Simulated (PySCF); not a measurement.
**Vertical excitation energies**

Compound: C3H6FNO.
Structure used (GFN2-xTB), in Å, numbered top down from 1:
```xyz
12
C3H6FNO angstrom
N      0.2024    1.6394   -0.1390
C     -0.1533    0.4388   -0.0388
C      0.7526   -0.7236    0.3167
O      2.1018   -0.3470    0.4096
C     -1.6034    0.1102   -0.2672
F     -1.7963   -1.2211   -0.5337
H      1.1853    1.8001    0.0821
H      0.4689   -1.1019    1.3039
H      0.6055   -1.5346   -0.4098
H      2.4187   -0.0875   -0.4634
H     -1.9993    0.6815   -1.1115
H     -2.1816    0.3449    0.6340
```

Method: TDDFT B3LYP/def2-SVPD, vertical, gas phase, core orbitals frozen in the response (PySCF).

```
state  E (eV)  λ (nm)       f  main configurations (H = HOMO, L = LUMO)
   S1    5.28   235.0  0.0025                                 H→L (98%)
   S2    6.48   191.3  0.0087                               H→L+1 (97%)
   S3    6.76   183.5   0.010                  H-1→L (76%), H-2→L (21%)
   S4    7.16   173.1   0.017                               H→L+2 (98%)
   S5    7.29   170.1   0.023                             H-1→L+1 (88%)
   S6    7.57   163.7   0.092     H-2→L (55%), H→L+3 (16%), H-1→L (15%)
   S7    7.79   159.1   0.013                             H-2→L+1 (86%)
   S8    8.08   153.4   0.052     H→L+3 (49%), H-3→L (16%), H→L+4 (12%)
```

Triplets, Tamm–Dancoff:

```tsv
state	E (eV)	λ (nm)	main configurations (H = HOMO, L = LUMO)
T1	4.52	274.1	H→L (95%)
T2	5.17	239.8	H-2→L (58%), H-1→L (31%)
T3	6.34	195.6	H→L+1 (92%)
```

The lowest singlet lies at 5.28 eV (235 nm, ultraviolet) and is very weak; its leading configuration is HOMO→LUMO (98%). The most intense listed level is S6 at 7.57 eV (164 nm, f = 0.092), 2.30 eV above S1. Löwdin shares by element: HOMO nitrogen 52%, carbon 23% or more, hydrogen 8% or more (atoms not listed hold the other 17%); LUMO carbon 49%, nitrogen 33% (atoms not listed hold the other 18%). The oscillator strengths of these states sum to 0.219; summed over the whole spectrum of an exact calculation they would give the number of electrons, 48 (Thomas–Reiche–Kuhn). Of the 8 states listed, 6 reach f = 0.01 and none stays under 0.0005. Weighted by f, the mean energy of these states is 7.54 eV. The window holds the lowest 8 singlets.

One conformer stands for the species.
